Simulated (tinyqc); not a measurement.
Worked calculation: Pariser-Parr-Pople SCF with singles CI, for the molecule C=CC=CCl (SMILES; centres numbered as the heavy atoms are written). One step of it, computed by the program tinyqc.

Task: Iteration 1: orbitals and new P. Diagonalise F (the basis is taken as orthonormal) and form P = 2 sum c c over the lowest orbitals; 0.3 of the old P is kept.

F (eV):
```
            1C         2C         3C         4C        5Cl
1C   -7.707421  -3.210740  -0.567340   0.286129  -0.052088
2C   -3.210740  -7.069133  -5.626400   1.059998  -0.153533
3C   -0.567340  -5.626400  -4.055882  -3.630973   0.181664
4C    0.286129   1.059998  -3.630973  -3.112757  -1.721618
5Cl  -0.052088  -0.153533   0.181664  -1.721618  -8.262951
```

pi electrons, sum of z_r less the charge = 6

P at the start:
```
            1C         2C         3C         4C        5Cl
1C    0.061789   0.217344   0.216582  -0.155913   0.036135
2C    0.217344   0.780468   0.856762  -0.404525   0.082980
3C    0.216582   0.856762   1.326307   0.328519  -0.068196
4C   -0.155913  -0.404525   0.328519   1.838448   0.033638
5Cl   0.036135   0.082980  -0.068196   0.033638   1.992989
```

Give: orbital energies; P after iteration 1.

Result:

orbital energies (eV): -13.108  -8.924  -7.002  -3.904  2.730

P after iteration 1:
```
         1C      2C      3C      4C     5Cl
1C    1.121   0.443  -0.126  -0.404   0.155
2C    0.443   0.964   0.825  -0.009  -0.081
3C   -0.126   0.825   1.116   0.458  -0.062
4C   -0.404  -0.009   0.458   0.903   0.324
5Cl   0.155  -0.081  -0.062   0.324   1.896
```
